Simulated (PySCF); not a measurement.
**Level sweep**

Cyclohexane, C6H12.
Geometry (PBE0-D3(BJ)/def2-SVP, Å), atoms numbered from 1 in this order:
```
atom  x, y, z in Å
C1    -0.6816    1.1216   -0.6724
C2     0.7433    1.2650   -0.1460
C3     1.4678   -0.0775   -0.1151
C4     0.6816   -1.1216    0.6724
C5    -0.7433   -1.2650    0.1460
C6    -1.4678    0.0775    0.1151
H7    -0.6460    0.8215   -1.7357
H8    -1.2003    2.0935   -0.6438
H9     1.3060    1.9899   -0.7563
H10    0.7107    1.6821    0.8771
H11    1.6083   -0.4365   -1.1510
H12    2.4778    0.0420    0.3093
H13    1.2003   -2.0935    0.6438
H14    0.6460   -0.8215    1.7357
H15   -1.3060   -1.9899    0.7563
H16   -0.7107   -1.6821   -0.8771
H17   -1.6083    0.4365    1.1510
H18   -2.4778   -0.0420   -0.3093
```

PySCF, dipoles from the SCF density, polarisabilities from static response with core orbitals frozen. Isolated species at its PBE0-D3(BJ)/def2-SVP geometry (one conformer only).

Task: Which levels come closest to the reference values?

Result: 

```tsv
level	error (%)	α (au)	error (%)	anisotropy (au)
LDA/def2-SVPD	-100.0	73.95	-0.4	9.72
PBE/def2-SVPD	-100.0	72.76	-2.0	9.80
B3LYP/def2-SVPD	-100.0	70.85	-4.6	9.24
PBE0/def2-SVPD	-100.0	70.30	-5.3	9.34
BHandHLYP/def2-SVPD	-100.0	68.62	-7.6	8.80
CAM-B3LYP/def2-SVPD	-100.0	69.82	-5.9	8.84
wB97X-D/def2-SVPD	-100.0	69.82	-5.9	9.00
LC-wPBE/def2-SVPD	-100.0	68.06	-8.3	8.60
HF/def2-SVPD	-100.0	66.51	-10.4	8.14
PBE0/6-31G*	-100.0	61.31	-17.4	6.80
```

Reference dipole: 0.610 D (measured, unstated (gas or solution; conformer average); Muller, Mokrushina, Arlt, J. Chem. Eng. Data 57 (2012) 1231, supporting information). Reference polarisability: 11.000 Å³ (measured, gas; NIST CCCBDB Release 22 (SRD 101), experimental polarizabilities). The anisotropy is √(½[(α1 − α2)² + (α2 − α3)² + (α3 − α1)²]). For the dipole, the smallest error is 100.0% (LDA/def2-SVPD, PBE/def2-SVPD, LC-wPBE/def2-SVPD, B3LYP/def2-SVPD, PBE0/def2-SVPD, CAM-B3LYP/def2-SVPD, PBE0/6-31G*, wB97X-D/def2-SVPD, BHandHLYP/def2-SVPD and HF/def2-SVPD) and the largest 100.0% (LDA/def2-SVPD, PBE/def2-SVPD, LC-wPBE/def2-SVPD, B3LYP/def2-SVPD, PBE0/def2-SVPD, CAM-B3LYP/def2-SVPD, PBE0/6-31G*, wB97X-D/def2-SVPD, BHandHLYP/def2-SVPD and HF/def2-SVPD). Even the closest misses by 100%. For the polarisability, the smallest error is 0.4% (LDA/def2-SVPD) and the largest 17.4% (PBE0/6-31G*). The dipole stays under 0.05 D at every level. In one basis (def2-SVPD) the functionals order the polarisability from HF (lowest) to LDA (highest), a spread of 11%. With PBE0 the polarisability is 61.31 au without diffuse functions (6-31G*) and 70.30 au with them (def2-SVPD). Measured values can belong to vibrating molecules; the computed ones are for one fixed geometry.
